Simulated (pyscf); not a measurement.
`[FH]` + `[OH][SiH][F]` [doublet] → `[F][SiH][F]` [doublet] + `[OH2]`, a four-centre exchange (doublet surface; F–H, O–Si broken, F–Si, H–O formed). PySCF, gas phase, ωB97X-D3(BJ)/def2-SVP geometries. MP2 and CC: frozen core, UHF for open shells. ΔMP2 is the change of the MP2 total energy from the triple- to the quadruple-zeta basis. Energies in kcal/mol from the separated reactants.

AM1 to PM7: differences of heats of formation from MOPAC, which are fitted to 298 K values and so differ in kind from electronic energies by zero-point and thermal terms. Open shells are spin-unrestricted. 

Q: In single points PM6 puts the saddle at 12.5 kcal/mol and the reaction energy at -9.6 kcal/mol. Should these be trusted to within a few kcal/mol? Compare with CCSD(T)/def2-TZVPP + ΔMP2(QZVPP).

A: CCSD(T)/def2-TZVPP + ΔMP2(QZVPP) gives ΔE‡ = 14.5 kcal/mol and ΔE = -8.2 kcal/mol. PM6 lies 2.0 kcal/mol under it in the barrier and 1.4 kcal/mol under it in the reaction energy, so on this step it holds to within 3.0 kcal/mol. CCSD(T)/def2-TZVPP + ΔMP2(QZVPP) has limits of its own. On the reactant side the descent ends in a complex, 5.9 kcal/mol under the separated species and 17.2 kcal/mol under the saddle at ωB97X-D3(BJ)/def2-TZVP. At ωB97X-D3(BJ)/def2-TZVP the barrier from the zero used here is 11.3 kcal/mol. One saddle was located; it need not be the lowest between these sides. The CCSD(T) − MP2 part came from Ansatz, without density fitting, on the same reference.
